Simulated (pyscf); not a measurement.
Four-centre exchange: `[CH2]=[CH2]` + `[FH]` -> `[CH2]=[CH][F]` + `[H][H]`

Gas phase, singlet surface, charge 0. Bonds broken: C1–H3, F7–H8. Bonds formed: C1–F7, H3–H8. PySCF, gas phase, ωB97X-D3(BJ)/def2-SVP geometries.

Transition state (Å):

```xyz
8

C     -0.5758    -0.0040     0.1876
C      0.5939    -0.1787    -0.4217
H     -0.5178     0.5444     1.5323
H     -1.4607     0.4852    -0.2197
H      0.7024     0.2125    -1.4358
H      1.4369    -0.6829     0.0532
F     -1.2215    -1.3257     1.0556
H     -0.8809    -0.2808     1.7159
```

One imaginary mode, 1836i cm⁻¹; descent along it reached the two sides named, in the forms told below.

| bond | change | reactant side (Å) | saddle | product side |
|---|---|---|---|---|
| C1–H3 | breaks | 1.095 | 1.453 | 3.9 |
| F7–H8 | breaks | 0.929 | 1.282 | 2.437 |
| C1–F7 | forms | 3.1 | 1.708 | 1.339 |
| H3–H8 | forms | 2.428 | 0.920 | 0.760 |

Electronic energies relative to the separated reactants (eV):

```tsv
level	barrier	reaction energy	reverse barrier
ωB97X-D3(BJ)/def2-TZVP	4.17	+0.80	3.36
PBE/def2-TZVP	3.54	+0.72	2.82
r²SCAN/def2-TZVP	3.78	+0.73	3.05
B3LYP-D3(BJ)/def2-TZVP	3.99	+0.78	3.21
PBE0-D3(BJ)/def2-TZVP	3.95	+0.82	3.14
M06-2X/def2-TZVP	4.24	+0.79	3.45
ωB97M-D3(BJ)/def2-TZVP	4.12	+0.84	3.28
HF/def2-TZVP	5.36	+0.94	4.42
```

With ωB97M-D3(BJ)/def2-TZVP energies and thermal terms (ideal gas, 1 atm, RRHO with modes under 100 cm⁻¹ raised to 100, one conformer, R ln 2 for chiral ones without a mode under 150 cm⁻¹), in eV:

| T (K) | ΔH‡ | ΔG‡ | ΔH | ΔG |
|---|---|---|---|---|
| 298 | 3.95 | 4.33 | +0.68 | +0.71 |
| 600 | 3.95 | 4.71 | +0.71 | +0.73 |
| 900 | 3.98 | 5.09 | +0.73 | +0.74 |
| 1200 | 4.01 | 5.45 | +0.75 | +0.74 |

On the reactant side the descent ends in a complex, 0.23 eV under the separated species and 4.40 eV under the saddle at ωB97X-D3(BJ)/def2-TZVP. The same reactants have a lower exit, to H₃C–CH₂–F (barrier +1.86 eV at ωB97M-D3(BJ)/def2-TZVP, against +4.12 eV here). This is the saddle that the search found; another between the same sides may lie lower.
